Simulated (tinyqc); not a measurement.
Inside a calculation. Method: UHF in the sto-3g basis, for H2O+, spin multiplicity 2. One step of it, computed by the program tinyqc.

Problem. Iteration 19 (converged): orbitals. Diagonalise F' = X^T F X, C = X C', fill 5 alpha and 4 beta electrons from the bottom; D(s) = C_occ C_occ^T. Each column has its largest component positive (the first on a tie).

converged F(alpha) (hartree):
```
,1O 1s,1O 2s,1O 2px,1O 2py,1O 2pz,2H 1s,3H 1s
1O 1s,-20.936812,-5.334558,-0.000002,0.000000,-0.019764,-0.653860,-0.653860
1O 2s,-5.334558,-3.020703,-0.000007,0.000000,-0.095762,-0.800326,-0.800326
1O 2px,-0.000002,-0.000007,-1.034242,0.000000,0.000006,-0.000001,-0.000001
1O 2py,0.000000,0.000000,0.000000,-0.888621,-0.000001,-0.420790,0.420791
1O 2pz,-0.019764,-0.095762,0.000006,-0.000001,-0.911659,-0.359948,-0.359948
2H 1s,-0.653860,-0.800326,-0.000001,-0.420790,-0.359948,-0.614413,-0.215334
3H 1s,-0.653860,-0.800326,-0.000001,0.420791,-0.359948,-0.215334,-0.614415
```

converged F(beta) (hartree):
```
,1O 1s,1O 2s,1O 2px,1O 2py,1O 2pz,2H 1s,3H 1s
1O 1s,-20.903588,-5.286838,-0.000001,0.000000,-0.019499,-0.646821,-0.646821
1O 2s,-5.286838,-2.788960,0.000010,0.000000,-0.062650,-0.771970,-0.771970
1O 2px,-0.000001,0.000010,-0.138834,0.000000,-0.000045,-0.000010,-0.000010
1O 2py,0.000000,0.000000,0.000000,-0.723395,0.000001,-0.427039,0.427039
1O 2pz,-0.019499,-0.062650,-0.000045,0.000001,-0.773115,-0.368215,-0.368215
2H 1s,-0.646821,-0.771970,-0.000010,-0.427039,-0.368215,-0.707334,-0.216635
3H 1s,-0.646821,-0.771970,-0.000010,0.427039,-0.368215,-0.216635,-0.707332
```

X:
```
,1,2,3,4,5,6,7
1O 1s,-0.392877,0.000000,0.703734,0.000000,-0.609183,0.000000,0.210401
1O 2s,0.955850,0.000000,-0.283539,0.000000,-0.309375,0.000000,0.467876
1O 2px,0.000000,0.000000,0.000000,1.000000,0.000000,0.000000,0.000000
1O 2py,0.000000,0.815708,0.000000,0.000000,0.000000,0.688215,0.000000
1O 2pz,0.434607,0.000000,0.678687,0.000000,0.613552,0.000000,0.220673
2H 1s,-0.593304,-0.705832,-0.212825,0.000000,0.177204,0.397674,0.388050
3H 1s,-0.593304,0.705832,-0.212825,0.000000,0.177204,-0.397674,0.388050
```

Give: F' = X^T F X; orbital energies; coefficients C; F' = X^T F X; orbital energies; coefficients C; D(alpha) after iteration 19; D(beta) after iteration 19.

Solution.

F' = X^T F X (alpha) (hartree):
```
,1,2,3,4,5,6,7
1,-1.237,0.000,2.745,0.000,-2.502,0.000,0.728
2,0.000,-0.020,0.000,0.000,0.000,-0.139,0.000
3,2.745,0.000,-8.553,0.000,8.320,0.000,-4.286
4,0.000,0.000,0.000,-1.034,0.000,0.000,0.000
5,-2.502,0.000,8.320,0.000,-10.112,0.000,4.850
6,0.000,-0.139,0.000,0.000,0.000,-1.008,0.000
7,0.728,0.000,-4.286,0.000,4.850,0.000,-3.872
```

orbital energies (alpha) (hartree): MO1 -20.945, MO2 -1.782, MO3 -1.034, MO4 -1.027, MO5 -0.970, MO6 -0.078, MO7 -0.001

coefficients C (alpha):
```
,MO1,MO2,MO3,MO4,MO5,MO6,MO7
1O 1s,0.994,-0.253,0.000,0.000,0.061,0.090,0.000
1O 2s,0.023,0.971,0.000,0.000,-0.293,-0.528,0.000
1O 2px,0.000,0.000,1.000,0.000,0.000,0.000,0.000
1O 2py,0.000,0.000,0.000,0.793,0.000,0.000,-0.714
1O 2pz,0.002,0.107,0.000,0.000,0.875,-0.546,0.000
2H 1s,-0.004,0.068,0.000,0.297,0.209,0.729,0.754
3H 1s,-0.004,0.068,0.000,-0.297,0.209,0.729,-0.754
```

F' = X^T F X (beta) (hartree):
```
,1,2,3,4,5,6,7
1,-1.118,0.000,2.746,0.000,-2.484,0.000,0.901
2,0.000,0.013,0.000,0.000,0.000,0.007,0.000
3,2.746,0.000,-8.487,0.000,8.381,0.000,-4.267
4,0.000,0.000,0.000,-0.139,0.000,0.000,0.000
5,-2.484,0.000,8.381,0.000,-10.039,0.000,4.799
6,0.000,0.007,0.000,0.000,0.000,-0.965,0.000
7,0.901,0.000,-4.267,0.000,4.799,0.000,-3.805
```

orbital energies (beta) (hartree): MO1 -20.910, MO2 -1.579, MO3 -0.965, MO4 -0.894, MO5 -0.139, MO6 -0.066, MO7 0.013

coefficients C (beta):
```
,MO1,MO2,MO3,MO4,MO5,MO6,MO7
1O 1s,0.995,-0.242,0.000,0.080,0.000,0.099,0.000
1O 2s,0.021,0.918,0.000,-0.390,0.000,-0.559,0.000
1O 2px,0.000,0.000,0.000,0.000,1.000,0.000,0.000
1O 2py,0.000,0.000,0.682,0.000,0.000,0.000,0.821
1O 2pz,0.002,0.093,0.000,0.801,0.000,-0.651,0.000
2H 1s,-0.003,0.130,0.403,0.288,0.000,0.692,-0.703
3H 1s,-0.003,0.130,-0.403,0.288,0.000,0.692,0.703
```

D(alpha) after iteration 19:
```
,1O 1s,1O 2s,1O 2px,1O 2py,1O 2pz,2H 1s,3H 1s
1O 1s,1.057,-0.241,0.000,0.000,0.028,-0.008,-0.008
1O 2s,-0.241,1.030,0.000,0.000,-0.152,0.005,0.005
1O 2px,0.000,0.000,1.000,0.000,0.000,0.000,0.000
1O 2py,0.000,0.000,0.000,0.629,0.000,0.236,-0.236
1O 2pz,0.028,-0.152,0.000,0.000,0.776,0.190,0.190
2H 1s,-0.008,0.005,0.000,0.236,0.190,0.137,-0.040
3H 1s,-0.008,0.005,0.000,-0.236,0.190,-0.040,0.137
```

D(beta) after iteration 19:
```
,1O 1s,1O 2s,1O 2px,1O 2py,1O 2pz,2H 1s,3H 1s
1O 1s,1.055,-0.233,0.000,0.000,0.044,-0.012,-0.012
1O 2s,-0.233,0.996,0.000,0.000,-0.228,0.007,0.007
1O 2px,0.000,0.000,0.000,0.000,0.000,0.000,0.000
1O 2py,0.000,0.000,0.000,0.465,0.000,0.275,-0.275
1O 2pz,0.044,-0.228,0.000,0.000,0.651,0.243,0.243
2H 1s,-0.012,0.007,0.000,0.275,0.243,0.262,-0.062
3H 1s,-0.012,0.007,0.000,-0.275,0.243,-0.062,0.262
```
